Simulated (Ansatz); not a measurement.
# Molecular dynamics of CH$_{4}$B$_{2}$

Input:

```yaml
crystal:
  periodic: [false, false, false]
  atoms:
    - { symbol: B, position_ang: [-0.92845, -0.340282, -0.418164] }
    - { symbol: B, position_ang: [0.409749, 0.373594, -0.797534] }
    - { symbol: C, position_ang: [0.037731, -0.171844, 0.68951] }
    - { symbol: H, position_ang: [-2.019998, -0.809719, -0.54518] }
    - { symbol: H, position_ang: [1.373448, 0.933887, -1.254757] }
    - { symbol: H, position_ang: [0.124004, -0.400757, 1.765935] }
    - { symbol: H, position_ang: [1.064716, 0.34712, 0.514389] }
basis:
  gaussian: { orbitals: cc-pVDZ }
hamiltonian:
  xc: pbe
md:
  timestep: 0.5
  n_steps: 166
  ensemble: nvt_nose_hoover
  temperature: 500.0
  initial_velocities: maxwell_boltzmann
  seed: 854728
  nose_hoover: { tau: 300.0, chain_length: 3 }
```

Run as:

```bash
$ ansatz run input.yaml --threads 1 --pin off --max-ram 2048MiB --backend cpu --events-out ev --progress --plain --runs-dir out
```

It starts from a relaxed structure.

Output, in part (one step line in 2, the closing report, with atoms numbered from 0):

```
md step     0: t =     0.00 fs  T =   500.0 K  F+E_penalty+E_count = -2448.37779545 eV  E_kin = 0.323150 eV  conserved = -2448.05464545 eV  (24 SCF iters)
md step     2: t =     1.00 fs  T =   447.3 K  F+E_penalty+E_count = -2448.34310591 eV  E_kin = 0.289099 eV  conserved = -2448.05400732 eV  (32 SCF iters)
md step     4: t =     2.00 fs  T =   338.7 K  F+E_penalty+E_count = -2448.27190870 eV  E_kin = 0.218887 eV  conserved = -2448.05302250 eV  (31 SCF iters)
md step     6: t =     3.00 fs  T =   260.4 K  F+E_penalty+E_count = -2448.22095576 eV  E_kin = 0.168320 eV  conserved = -2448.05263869 eV  (32 SCF iters)
md step     8: t =     4.00 fs  T =   249.4 K  F+E_penalty+E_count = -2448.21412793 eV  E_kin = 0.161157 eV  conserved = -2448.05297692 eV  (30 SCF iters)
md step    10: t =     5.00 fs  T =   278.0 K  F+E_penalty+E_count = -2448.23313889 eV  E_kin = 0.179681 eV  conserved = -2448.05346861 eV  (30 SCF iters)
md step    12: t =     6.00 fs  T =   300.2 K  F+E_penalty+E_count = -2448.24781581 eV  E_kin = 0.194024 eV  conserved = -2448.05381062 eV  (30 SCF iters)
md step    14: t =     7.00 fs  T =   282.5 K  F+E_penalty+E_count = -2448.23653872 eV  E_kin = 0.182592 eV  conserved = -2448.05397538 eV  (31 SCF iters)
md step    16: t =     8.00 fs  T =   213.8 K  F+E_penalty+E_count = -2448.19188314 eV  E_kin = 0.138188 eV  conserved = -2448.05373345 eV  (31 SCF iters)
md step    18: t =     9.00 fs  T =   123.8 K  F+E_penalty+E_count = -2448.13297424 eV  E_kin = 0.080044 eV  conserved = -2448.05297654 eV  (31 SCF iters)
md step    20: t =    10.00 fs  T =    81.5 K  F+E_penalty+E_count = -2448.10520765 eV  E_kin = 0.052690 eV  conserved = -2448.05256899 eV  (31 SCF iters)
md step    22: t =    11.00 fs  T =   119.8 K  F+E_penalty+E_count = -2448.13061237 eV  E_kin = 0.077409 eV  conserved = -2448.05326199 eV  (31 SCF iters)
md step    24: t =    12.00 fs  T =   181.6 K  F+E_penalty+E_count = -2448.17130434 eV  E_kin = 0.117359 eV  conserved = -2448.05401557 eV  (30 SCF iters)
md step    26: t =    13.00 fs  T =   200.5 K  F+E_penalty+E_count = -2448.18337154 eV  E_kin = 0.129562 eV  conserved = -2448.05389785 eV  (31 SCF iters)
md step    28: t =    14.00 fs  T =   177.8 K  F+E_penalty+E_count = -2448.16827551 eV  E_kin = 0.114922 eV  conserved = -2448.05346070 eV  (31 SCF iters)
md step    30: t =    15.00 fs  T =   148.3 K  F+E_penalty+E_count = -2448.14895103 eV  E_kin = 0.095868 eV  conserved = -2448.05320753 eV  (31 SCF iters)
md step    32: t =    16.00 fs  T =   136.4 K  F+E_penalty+E_count = -2448.14108884 eV  E_kin = 0.088180 eV  conserved = -2448.05304955 eV  (26 SCF iters)
md step    34: t =    17.00 fs  T =   156.8 K  F+E_penalty+E_count = -2448.15413040 eV  E_kin = 0.101311 eV  conserved = -2448.05297833 eV  (31 SCF iters)
md step    36: t =    18.00 fs  T =   214.1 K  F+E_penalty+E_count = -2448.19135389 eV  E_kin = 0.138393 eV  conserved = -2448.05314573 eV  (30 SCF iters)
md step    38: t =    19.00 fs  T =   291.4 K  F+E_penalty+E_count = -2448.24174711 eV  E_kin = 0.188359 eV  conserved = -2448.05361006 eV  (30 SCF iters)
md step    40: t =    20.00 fs  T =   346.8 K  F+E_penalty+E_count = -2448.27798298 eV  E_kin = 0.224149 eV  conserved = -2448.05410473 eV  (30 SCF iters)
md step    42: t =    21.00 fs  T =   341.2 K  F+E_penalty+E_count = -2448.27422296 eV  E_kin = 0.220550 eV  conserved = -2448.05399849 eV  (29 SCF iters)
md step    44: t =    22.00 fs  T =   291.3 K  F+E_penalty+E_count = -2448.24100445 eV  E_kin = 0.188255 eV  conserved = -2448.05312583 eV  (29 SCF iters)
md step    46: t =    23.00 fs  T =   273.1 K  F+E_penalty+E_count = -2448.22868703 eV  E_kin = 0.176472 eV  conserved = -2448.05263763 eV  (29 SCF iters)
md step    48: t =    24.00 fs  T =   326.9 K  F+E_penalty+E_count = -2448.26411149 eV  E_kin = 0.211279 eV  conserved = -2448.05330655 eV  (30 SCF iters)
md step    50: t =    25.00 fs  T =   396.6 K  F+E_penalty+E_count = -2448.30994323 eV  E_kin = 0.256299 eV  conserved = -2448.05418403 eV  (25 SCF iters)
md step    52: t =    26.00 fs  T =   402.6 K  F+E_penalty+E_count = -2448.31391376 eV  E_kin = 0.260229 eV  conserved = -2448.05429776 eV  (30 SCF iters)
md step    54: t =    27.00 fs  T =   329.7 K  F+E_penalty+E_count = -2448.26606958 eV  E_kin = 0.213073 eV  conserved = -2448.05367874 eV  (30 SCF iters)
md step    56: t =    28.00 fs  T =   230.0 K  F+E_penalty+E_count = -2448.20084514 eV  E_kin = 0.148635 eV  conserved = -2448.05294510 eV  (30 SCF iters)
md step    58: t =    29.00 fs  T =   170.3 K  F+E_penalty+E_count = -2448.16188120 eV  E_kin = 0.110039 eV  conserved = -2448.05261616 eV  (30 SCF iters)
md step    60: t =    30.00 fs  T =   181.8 K  F+E_penalty+E_count = -2448.16954251 eV  E_kin = 0.117509 eV  conserved = -2448.05284227 eV  (30 SCF iters)
md step    62: t =    31.00 fs  T =   243.2 K  F+E_penalty+E_count = -2448.20983796 eV  E_kin = 0.157172 eV  conserved = -2448.05352085 eV  (30 SCF iters)
md step    64: t =    32.00 fs  T =   291.0 K  F+E_penalty+E_count = -2448.24144448 eV  E_kin = 0.188066 eV  conserved = -2448.05429344 eV  (30 SCF iters)
md step    66: t =    33.00 fs  T =   259.1 K  F+E_penalty+E_count = -2448.22089293 eV  E_kin = 0.167462 eV  conserved = -2448.05441072 eV  (30 SCF iters)
md step    68: t =    34.00 fs  T =   147.4 K  F+E_penalty+E_count = -2448.14760031 eV  E_kin = 0.095292 eV  conserved = -2448.05333674 eV  (30 SCF iters)
md step    70: t =    35.00 fs  T =    56.0 K  F+E_penalty+E_count = -2448.08730841 eV  E_kin = 0.036179 eV  conserved = -2448.05218228 eV  (30 SCF iters)
md step    72: t =    36.00 fs  T =    81.8 K  F+E_penalty+E_count = -2448.10449551 eV  E_kin = 0.052872 eV  conserved = -2448.05269199 eV  (30 SCF iters)
md step    74: t =    37.00 fs  T =   182.7 K  F+E_penalty+E_count = -2448.17104621 eV  E_kin = 0.118083 eV  conserved = -2448.05406698 eV  (30 SCF iters)
md step    76: t =    38.00 fs  T =   239.0 K  F+E_penalty+E_count = -2448.20771735 eV  E_kin = 0.154440 eV  conserved = -2448.05444217 eV  (30 SCF iters)
md step    78: t =    39.00 fs  T =   207.4 K  F+E_penalty+E_count = -2448.18658653 eV  E_kin = 0.134058 eV  conserved = -2448.05375908 eV  (30 SCF iters)
md step    80: t =    40.00 fs  T =   140.9 K  F+E_penalty+E_count = -2448.14276809 eV  E_kin = 0.091092 eV  conserved = -2448.05295825 eV  (30 SCF iters)
md step    82: t =    41.00 fs  T =   110.7 K  F+E_penalty+E_count = -2448.12285419 eV  E_kin = 0.071529 eV  conserved = -2448.05264567 eV  (30 SCF iters)
md step    84: t =    42.00 fs  T =   146.6 K  F+E_penalty+E_count = -2448.14625339 eV  E_kin = 0.094730 eV  conserved = -2448.05288359 eV  (25 SCF iters)
md step    86: t =    43.00 fs  T =   227.8 K  F+E_penalty+E_count = -2448.19921934 eV  E_kin = 0.147253 eV  conserved = -2448.05338787 eV  (29 SCF iters)
md step    88: t =    44.00 fs  T =   308.5 K  F+E_penalty+E_count = -2448.25165570 eV  E_kin = 0.199384 eV  conserved = -2448.05378373 eV  (29 SCF iters)
md step    90: t =    45.00 fs  T =   352.0 K  F+E_penalty+E_count = -2448.27978358 eV  E_kin = 0.227493 eV  conserved = -2448.05391737 eV  (29 SCF iters)
md step    92: t =    46.00 fs  T =   347.4 K  F+E_penalty+E_count = -2448.27659313 eV  E_kin = 0.224537 eV  conserved = -2448.05380528 eV  (29 SCF iters)
md step    94: t =    47.00 fs  T =   311.7 K  F+E_penalty+E_count = -2448.25285922 eV  E_kin = 0.201431 eV  conserved = -2448.05329345 eV  (29 SCF iters)
md step    96: t =    48.00 fs  T =   293.5 K  F+E_penalty+E_count = -2448.24051097 eV  E_kin = 0.189658 eV  conserved = -2448.05282606 eV  (31 SCF iters)
md step    98: t =    49.00 fs  T =   329.4 K  F+E_penalty+E_count = -2448.26407179 eV  E_kin = 0.212901 eV  conserved = -2448.05325521 eV  (31 SCF iters)
md step   100: t =    50.00 fs  T =   383.4 K  F+E_penalty+E_count = -2448.29955582 eV  E_kin = 0.247816 eV  conserved = -2448.05395695 eV  (30 SCF iters)
md step   102: t =    51.00 fs  T =   394.4 K  F+E_penalty+E_count = -2448.30651996 eV  E_kin = 0.254903 eV  conserved = -2448.05398040 eV  (30 SCF iters)
md step   104: t =    52.00 fs  T =   353.7 K  F+E_penalty+E_count = -2448.27965865 eV  E_kin = 0.228614 eV  conserved = -2448.05354942 eV  (30 SCF iters)
md step   106: t =    53.00 fs  T =   295.0 K  F+E_penalty+E_count = -2448.24128478 eV  E_kin = 0.190681 eV  conserved = -2448.05323142 eV  (31 SCF iters)
md step   108: t =    54.00 fs  T =   247.8 K  F+E_penalty+E_count = -2448.21054102 eV  E_kin = 0.160140 eV  conserved = -2448.05313341 eV  (31 SCF iters)
md step   110: t =    55.00 fs  T =   224.8 K  F+E_penalty+E_count = -2448.19549390 eV  E_kin = 0.145280 eV  conserved = -2448.05303867 eV  (31 SCF iters)
md step   112: t =    56.00 fs  T =   235.8 K  F+E_penalty+E_count = -2448.20253101 eV  E_kin = 0.152422 eV  conserved = -2448.05302556 eV  (31 SCF iters)
md step   114: t =    57.00 fs  T =   278.4 K  F+E_penalty+E_count = -2448.23044268 eV  E_kin = 0.179956 eV  conserved = -2448.05350727 eV  (31 SCF iters)
md step   116: t =    58.00 fs  T =   308.8 K  F+E_penalty+E_count = -2448.25063901 eV  E_kin = 0.199554 eV  conserved = -2448.05422946 eV  (31 SCF iters)
md step   118: t =    59.00 fs  T =   269.0 K  F+E_penalty+E_count = -2448.22476543 eV  E_kin = 0.173869 eV  conserved = -2448.05416463 eV  (26 SCF iters)
md step   120: t =    60.00 fs  T =   171.4 K  F+E_penalty+E_count = -2448.16051864 eV  E_kin = 0.110802 eV  conserved = -2448.05307982 eV  (31 SCF iters)
md step   122: t =    61.00 fs  T =   109.9 K  F+E_penalty+E_count = -2448.12001259 eV  E_kin = 0.071053 eV  conserved = -2448.05238203 eV  (31 SCF iters)
md step   124: t =    62.00 fs  T =   143.4 K  F+E_penalty+E_count = -2448.14221954 eV  E_kin = 0.092672 eV  conserved = -2448.05302525 eV  (32 SCF iters)
md step   126: t =    63.00 fs  T =   219.2 K  F+E_penalty+E_count = -2448.19202822 eV  E_kin = 0.141659 eV  conserved = -2448.05393020 eV  (31 SCF iters)
md step   128: t =    64.00 fs  T =   254.4 K  F+E_penalty+E_count = -2448.21485217 eV  E_kin = 0.164407 eV  conserved = -2448.05411914 eV  (31 SCF iters)
md step   130: t =    65.00 fs  T =   223.8 K  F+E_penalty+E_count = -2448.19456529 eV  E_kin = 0.144625 eV  conserved = -2448.05373024 eV  (31 SCF iters)
md step   132: t =    66.00 fs  T =   159.8 K  F+E_penalty+E_count = -2448.15250198 eV  E_kin = 0.103281 eV  conserved = -2448.05310401 eV  (31 SCF iters)
md step   134: t =    67.00 fs  T =   120.7 K  F+E_penalty+E_count = -2448.12664356 eV  E_kin = 0.077995 eV  conserved = -2448.05259941 eV  (31 SCF iters)
md step   136: t =    68.00 fs  T =   151.5 K  F+E_penalty+E_count = -2448.14657793 eV  E_kin = 0.097894 eV  conserved = -2448.05270085 eV  (31 SCF iters)
md step   138: t =    69.00 fs  T =   242.3 K  F+E_penalty+E_count = -2448.20586009 eV  E_kin = 0.156585 eV  conserved = -2448.05339290 eV  (31 SCF iters)
md step   140: t =    70.00 fs  T =   330.9 K  F+E_penalty+E_count = -2448.26367916 eV  E_kin = 0.213859 eV  conserved = -2448.05408986 eV  (32 SCF iters)
md step   142: t =    71.00 fs  T =   354.7 K  F+E_penalty+E_count = -2448.27908812 eV  E_kin = 0.229270 eV  conserved = -2448.05427135 eV  (31 SCF iters)
md step   144: t =    72.00 fs  T =   302.6 K  F+E_penalty+E_count = -2448.24457274 eV  E_kin = 0.195588 eV  conserved = -2448.05361534 eV  (30 SCF iters)
md step   146: t =    73.00 fs  T =   239.3 K  F+E_penalty+E_count = -2448.20241031 eV  E_kin = 0.154630 eV  conserved = -2448.05255614 eV  (30 SCF iters)
md step   148: t =    74.00 fs  T =   255.2 K  F+E_penalty+E_count = -2448.21260033 eV  E_kin = 0.164953 eV  conserved = -2448.05255504 eV  (30 SCF iters)
md step   150: t =    75.00 fs  T =   348.6 K  F+E_penalty+E_count = -2448.27400811 eV  E_kin = 0.225307 eV  conserved = -2448.05377533 eV  (30 SCF iters)
md step   152: t =    76.00 fs  T =   416.1 K  F+E_penalty+E_count = -2448.31812944 eV  E_kin = 0.268894 eV  conserved = -2448.05452728 eV  (29 SCF iters)
md step   154: t =    77.00 fs  T =   388.1 K  F+E_penalty+E_count = -2448.29936484 eV  E_kin = 0.250845 eV  conserved = -2448.05404156 eV  (30 SCF iters)
md step   156: t =    78.00 fs  T =   301.0 K  F+E_penalty+E_count = -2448.24192852 eV  E_kin = 0.194523 eV  conserved = -2448.05312330 eV  (30 SCF iters)
md step   158: t =    79.00 fs  T =   233.2 K  F+E_penalty+E_count = -2448.19759397 eV  E_kin = 0.150688 eV  conserved = -2448.05277496 eV  (29 SCF iters)
md step   160: t =    80.00 fs  T =   218.8 K  F+E_penalty+E_count = -2448.18841217 eV  E_kin = 0.141393 eV  conserved = -2448.05301777 eV  (29 SCF iters)
md step   162: t =    81.00 fs  T =   239.3 K  F+E_penalty+E_count = -2448.20186731 eV  E_kin = 0.154692 eV  conserved = -2448.05330798 eV  (30 SCF iters)
md step   164: t =    82.00 fs  T =   266.4 K  F+E_penalty+E_count = -2448.21939109 eV  E_kin = 0.172153 eV  conserved = -2448.05352142 eV  (30 SCF iters)
md step   166: t =    83.00 fs  T =   277.0 K  F+E_penalty+E_count = -2448.22637974 eV  E_kin = 0.179042 eV  conserved = -2448.05378701 eV  (25 SCF iters)
Total energy: -2448.22640934 eV, -89.9706610757 hartree
Atom 0 at    -0.946187    -0.332366    -0.434225 Å, force    -0.133788    -0.273519     0.496531 eV/Å
Atom 1 at     0.412455     0.393397    -0.760599 Å, force     0.573270    -0.158490    -0.804579 eV/Å
Atom 2 at     0.023076    -0.158099     0.680964 Å, force     0.646595    -0.607409     0.944198 eV/Å
Atom 3 at    -1.991078    -0.956837    -0.526731 Å, force     0.386593     0.505627    -0.084586 eV/Å
Atom 4 at     1.461595     0.756022    -1.294363 Å, force    -0.574309     0.132187     0.183326 eV/Å
Atom 5 at     0.302890    -0.499211     1.733426 Å, force    -0.505050     0.393446    -0.881217 eV/Å
Atom 6 at     1.104594     0.309514     0.446029 Å, force    -0.393311     0.008159     0.146328 eV/Å
Dipole moment:     0.331084     0.029453     0.331519 e Å
```

The run went to its last step. The conserved energy stayed within 0.35 meV per atom of its start (net change 0.12 meV per atom), so the integration is sound. The mean temperature of the second half is 47 % below the set value. A run of 0.083 ps of so small a system gives no equilibrium averages.

The same pairs are bonded in the first frame and the last. Pairs count as bonded within 1.25 times the sum of covalent radii (0.12 Å more for H–H).

Last frame:

```xyz
7
Properties=species:S:1:pos:R:3
B -0.946 -0.332 -0.434
B 0.412 0.393 -0.761
C 0.023 -0.158 0.681
H -1.991 -0.957 -0.527
H 1.462 0.756 -1.294
H 0.303 -0.499 1.733
H 1.105 0.309 0.446
```

Run time: 9.1 min on 1 thread of AMD EPYC (Zen 3), on a shared host, peak memory 0.11 GiB.
